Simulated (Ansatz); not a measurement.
# PSi2: the cost of one run

The runs use Ansatz 0.2.0, Gaussian basis; def2-QZVPP, core rule «outside noble gas», up to 15 orbitals frozen.

The runs, in order: UHF; ROHF; CCSD(T) on UHF.

## Step 1: The system

The geometry is a PBE0/def2-TZVP stationary point (not a proven minimum) of the parent state, kept for this charge and spin.

3 atoms, charge 0, spin multiplicity 2.

Atoms are counted from 1 here; the program's logs count them from 0.

Bond lengths: Si1–P2 2.159 Å, P2–Si3 2.159 Å. Angles: Si1–P2–Si3 180.0°.

As a file:

```xyz
3

Si    0.0000    0.0000    2.1595
P     0.0000    0.0000    0.0000
Si    0.0000    0.0000   -2.1595
```

## Step 2: UHF

File in.yaml:

```yaml
crystal:
  periodic: [false, false, false]
  atoms:
    - {symbol: Si, position_ang: [0.000000, 0.000000, 2.159500]}
    - {symbol: P, position_ang: [0.000000, 0.000000, 0.000000]}
    - {symbol: Si, position_ang: [0.000000, 0.000000, -2.159500]}
basis:
  gaussian: {orbitals: "def2-QZVPP.json"}
magnetization: {spin_polarized: true, initial_magnetization: 1}
hamiltonian: {xc: hf}
output: {orbitals: {seedname: orbitals}}
```

Started as:

```
$ ansatz run in.yaml --threads 1 --pin off --events-out ev --progress --plain --max-ram 2393MiB
```

What time and memory should one allow on 1 thread of Intel Xeon 6975P-C, shared host?

About 39 s, with a peak of 0.75 GiB.
